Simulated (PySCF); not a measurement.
# Gas-phase XPS of CF3NH2, computed

Species: CF3NH2.
Structure used (GFN2-xTB), in Å, numbered top down from 1:
```xyz
7
CH2F3N angstrom
N      0.8615   -0.1426   -0.2462
C     -0.4800    0.1196   -0.0432
F     -1.2516   -0.6715   -0.7917
F     -0.7807    1.3862   -0.3377
F     -0.9220   -0.0625    1.2406
H      1.1048   -1.1117   -0.1026
H      1.4714    0.4874    0.2538
```

Method: PySCF 2.14.0, delta-SCF UKS SCAN, pcX-2 on the ionised atom, pcseg-1 elsewhere, spin-free X2C. Each binding energy is the total energy of the core-ionised species, with the hole localised on one atom, minus that of the ground state; both are solved self-consistently, so orbital relaxation is included.

Q: What binding energy does each computed site have?

A: 
```
atom(s)              environment  level  binding energy (eV)  count
     C2               CF3 carbon   C 1s               299.28      1
     N1   primary amine nitrogen   N 1s               407.01      1
  F3/F4  fluorine of a CF3 group   F 1s               694.21      2
```

Q: Express the binding energy of N 1s of N1 in atomic units and per mole.

A: 407.01 eV = 14.9573 Eh = 39270 kJ/mol.

Atoms equivalent by their bonding share one computed value, that of the first of them. The list is incomplete; no value stands for F 1s of F5. Isolated species at its GFN2-xTB geometry, gas phase.
